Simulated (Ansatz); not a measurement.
CH$_{4}$S, singlet: the ladder up to RCCSDTQ

Geometry: MP2(full)/6-31G*, from the G2/97 set.

```xyz
6

C    -0.0261    1.2273    0.0000
S    -0.0261   -0.5871    0.0000
H     1.3049   -0.7455    0.0000
H    -1.0708    1.5392    0.0000
H     0.4541    1.6290    0.8923
H     0.4541    1.6290   -0.8923
```

Basis 6-31G; Ansatz 0.2.0. Correlated methods freeze the noble-gas cores, which leaves 14 electrons in 24 orbitals. R marks a restricted (for open shells ROHF) determinant. Active spaces: valence = (14e, 12o) chosen from the atoms' valence shells.

Full CI isn't at hand for all of this; RCCSDTQ serves as the reference, and is uncertain by about the last step of the cluster series.

- UHF ⟨S²⟩: 0.000
- T1 diagnostic (RCCSD): 0.0067
- largest doubles amplitude (RCCSD): 0.043

| level | E − E(RCCSDTQ) (kJ/mol) | share of correlation (%) | wall time |
| --- | --- | --- | --- |
| RHF | 468.9 | 0.00 | – |
| RMP2 | 79.7 | 83.01 | – |
| CISD | 39.8 | 91.51 | 0.51 s |
| RCCSD | 9.3 | 98.03 | – |
| RCCSD(T) | 1.4 | 99.69 | 0.33 s |
| BCCD(T) | 1.4 | 99.70 | 0.4 s |
| RCCSDT | 0.5 | 99.90 | – |
| CISDTQ | 2.0 | 99.57 | 2.8 s (H100) |
| RCCSDT(Q) | 0.0 | 100.00 | 1.9 s |
| CASSCF (valence space) | 180.1 | 61.60 | – |
| NEVPT2 (valence space) | 41.9 | 91.07 | 4.1 s (H100) |
| NEVPT4(SD) (valence space) | 6.0 | 98.72 | 12 s (H100) |
| MRCISD (valence space) | 7.2 | 98.46 | – |
| MRCISD+Q (valence space) | 1.4 | 99.70 | 13 s (H100) |

The correlation energy at RCCSDTQ, counted from RHF, is -4.860 eV. That run took 5 s on 5 threads of AMD EPYC 7R13 with a whole H100 80 GB, shared host.

Times hold each run's SCF and search for its determinant on a shared host, so for small cases they say little of a method's own cost; rows without a card ran on 1 thread of AMD EPYC 7R13.

Natural occupations of CASSCF (valence space) about the gap: 1.983 1.977 1.976 1.973 1.966 0.034 0.029 0.023 0.023 0.020; effectively unpaired electrons, Σ n²(2−n)², 0.03.

Atomization energy (electronic, same basis, no zero-point term; atoms at the same level, unrestricted beside the R rows where the molecule is a closed shell, with restricted open-shell steps beyond CCSDT(Q)) at RCCSDTQ: 1631.5 kJ/mol. Errors of other levels:

| level | error (kJ/mol) |
| --- | --- |
| RHF | -309.8 |
| RMP2 | -28.4 |
| CISD | -37.0 |
| RCCSD | -7.4 |
| RCCSD(T) | -0.9 |
| BCCD(T) | -0.8 |
| RCCSDT | -0.5 |
| CISDTQ | -1.9 |
| RCCSDT(Q) | 0.0 |
| CASSCF (valence space) | -66.5 |
| NEVPT2 (valence space) | 0.1 |
| NEVPT4(SD) (valence space) | 0.2 |
| MRCISD (valence space) | -5.8 |
| MRCISD+Q (valence space) | -1.5 |

This basis is far from its limit, so the value isn't to be set against a measured one. Truncated CI isn't size-consistent, which counts against it in atomization.
